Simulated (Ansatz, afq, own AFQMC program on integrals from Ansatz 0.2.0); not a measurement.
# Where AFQMC and coupled cluster stand for SiNH$_{5}$, triplet

```tsv
atom	x (Å)	y (Å)	z (Å)
Si	-0.9454	0.0215	0.0000
H	-1.4403	1.4212	0.0000
H	-1.4403	-0.6784	1.2122
H	-1.4403	-0.6784	-1.2122
H	0.9376	0.0215	0.0000
N	1.9776	0.0215	0.0000
H	2.2466	-0.9828	0.0000
```

Basis cc-pVDZ. Only valence electrons are correlated. AFQMC by an in-house program on the Cholesky factors that Ansatz 0.2.0 writes for its CCSD(T) run. ph-AFQMC/CISD is guided by a CISD state made of CCSD amplitudes; releasing the constraint for a short imaginary time cuts its bias at the price of noise, slowly where states lie close. Uncertainties: one standard error, sampling alone.

Determinant: UHF, the one that the program's search chose, which needn't be the lowest solution. The geometry is a point of a scan.

No full CI on the walks' own integrals is used here; CCSDT(Q) serves as the reference and is uncertain by about the last step of the cluster series.

Cautions: lower spins were not checked.

```
T1 diagnostic                               : 0.0139
weight of the determinant in the CISD state : 0.876
⟨S²⟩ of the determinant                     : 2.022
size of the correlated space                : 14 electrons in 51 orbitals
```

```json
{"level": "MP2", "correlation energy (eV)": "-6.7110"}
{"level": "CCSD", "correlation energy (eV)": "-7.9643"}
{"level": "CCSD(T)", "correlation energy (eV)": "-8.1265"}
```

Problem. Estimate where AFQMC with the constraint released lies against CCSD(T) on the same integrals.

Solution. 3.7 ± 0.4 kJ/mol below CCSD(T).

Reference: CCSDT(Q), correlation energy -8.165 eV. The released energy is read at 2.40 1/Eh (meV from the phaseless value at times in 1/Eh: -3 ± 3 at 0.24, -7.5 ± 2.0 at 0.51, -10 ± 3 at 0.99, -14 ± 4 at 1.62, -7 ± 4 at 2.40).

```
         level  E − E(reference) (kJ/mol)  share of correlation (%)
       CCSD(T)                        3.7                     99.53
         CCSDT                        0.9                     99.89
 ph-AFQMC/CISD                  0.6 ± 0.3                     99.92
released AFQMC                  0.0 ± 0.4                    100.00
```

A walk keeps the symmetry of its determinant, which the program's search chose and which needn't be the lowest solution, so a lower state of the same spin and another symmetry isn't excluded. Released energies are given only where the last usable release times agree within the noise; a slower fall can still hide under it.
